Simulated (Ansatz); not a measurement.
**P₃ (quartet): wave-function methods side by side, cc-pVDZ**

One table from this session's results is given with a row withheld; the runs are named, their logs left out.

Computed with Ansatz 0.2.0, Gaussian basis. Level: cc-pVDZ, core rule «outside noble gas», up to 15 orbitals frozen.

Plan: UHF; CCSD(T) on ROHF; CCSD(T) on UHF; BCCD(T) on ROHF; CISD as a restricted active space (open shells left free, so some higher excitations enter); CCSDT(Q) on ROHF; CCSDT(Q) on UHF; CASSCF and MRCISD+Q, 9 electrons in 9 orbitals; CASSCF and NEVPT2, 9 electrons in 9 orbitals.

24 further runs of the same task are left out: 9 that didn't finish, 15 set aside as unsound or not needed. Runs told in other sessions of the task aren't counted.

## The geometry

The geometry is a PBE0/def2-TZVP stationary point (not a proven minimum).

3 atoms, charge 0, spin multiplicity 4.

Atoms are counted from 1 here; the program's logs count them from 0.

Bond lengths: P1–P2 2.056 Å, P2–P3 2.056 Å. Angles: P1–P2–P3 107.7°.

The first run:

in.yaml reads:

```yaml
crystal:
  periodic: [false, false, false]
  atoms:
    - {symbol: P, position_ang: [0.000000, -0.404315, 1.659704]}
    - {symbol: P, position_ang: [0.000000, 0.808631, 0.000000]}
    - {symbol: P, position_ang: [0.000000, -0.404315, -1.659704]}
basis:
  gaussian: {orbitals: cc-pVDZ}
magnetization: {spin_polarized: true, initial_magnetization: 3}
hamiltonian: {xc: hf}
output: {orbitals: {seedname: orbitals}}
```

Command:

```sh
ansatz run in.yaml --threads 1 --pin off --events-out ev --progress --plain --max-ram 2393MiB
```

Steps of the session up to this table: UHF; CCSD(T) on ROHF; CCSD(T) on UHF; BCCD(T) on ROHF; CISD as a restricted active space (open shells left free, so some higher excitations enter); CCSDT(Q) on ROHF; CCSDT(Q) on UHF; CASSCF and MRCISD+Q, 9 electrons in 9 orbitals; CASSCF and NEVPT2, 9 electrons in 9 orbitals.

One table of the session follows, with a row left open; its other results are not shown here.

| method | from RCCSDT(Q) (kJ/mol) |
| --- | --- |
| ROHF | +963.7 |
| UHF | +864.9 |
| RMP2 | +148.9 |
| UMP2 | +184.3 |
| CISD | +181.4 |
| RCCSD | +54.1 |
| UCCSD | +49.3 |
| RCCSD(T) | +8.8 |
| UCCSD(T) | ? |
| BCCD(T) | +9.4 |
| RCCSDT | +4.8 |
| UCCSDT | +3.8 |
| RCCSDT(Q) | 0 |
| UCCSDT(Q) | -0.5 |
| CASSCF valence | +750.5 |
| NEVPT2 valence | +138.9 |
| MRCISD valence | +102.0 |
| MRCISD+Q valence | +12.0 |

Estimate the missing values for UCCSD(T).

As computed: from RCCSDT(Q) (kJ/mol): +11.3. In the column «from RCCSDT(Q) (kJ/mol)» it lies between BCCD(T) (+9.4) and MRCISD+Q valence (+12.0).

The ROHF row is the lowest such solution found; the determinant under the restricted MP2 and coupled-cluster rows lies 0.05 eV higher.

To keep in mind: Restricted and unrestricted rows rest on different reference determinants; a gap between their highest levels can come from leftover correlation error, from unlike frozen cores or from another state.
